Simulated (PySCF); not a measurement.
SiF⁺, singlet: vertical spin and charge gaps

Geometry (PBE0/def2-TZVP stationary point for this spin):

| atom | x (Å) | y (Å) | z (Å) |
| --- | --- | --- | --- |
| Si | 0.0000 | 0.0000 | 0.0000 |
| F | 0.0000 | 0.0000 | 1.5364 |

Basis 6-31G; PySCF 2.14.0. Only valence electrons are correlated (noble-gas cores frozen). R marks a restricted (for open shells ROHF) determinant.

Gaps are energies of the second state less the first, at fixed atoms, for a selection of the levels run; mean-field and cluster levels share one orbital occupation for each state, and full CI takes the lowest of the symmetries tried.

PBE gives 4.529 eV for triplet less singlet. Estimate what full CI gives in 6-31G.

Full CI in 6-31G gives 4.546 eV, so against it PBE is off by -0.017 eV, of which a good part can be the reference's own basis and frozen-core error.

| level | gap (eV) | error (meV) |
| --- | --- | --- |
| RHF | 3.815 | -731 |
| RMP2 | 4.363 | -183 |
| RCCSD | 4.529 | -17 |
| RCCSD(T) | 4.550 | 4 |
| RCCSDT | 4.541 | -5 |
| r2SCAN | 4.267 | -279 |
| PBE0 | 4.441 | -105 |
| B3LYP | 4.672 | 126 |
| wB97M-V | 4.966 | 420 |
| B2PLYP | 4.620 | 74 |

In so small a basis the reference is far from its limit while semilocal and hybrid functionals are nearer theirs (RPA and double hybrids share part of the reference's basis error), so the functionals' errors here hold much of the reference's basis and frozen-core error, which can add to them or hide them. The set has no polarisation functions, which weighs most on the reference.

Full CI is exact within this basis and frozen core; it isn't the basis-set limit.
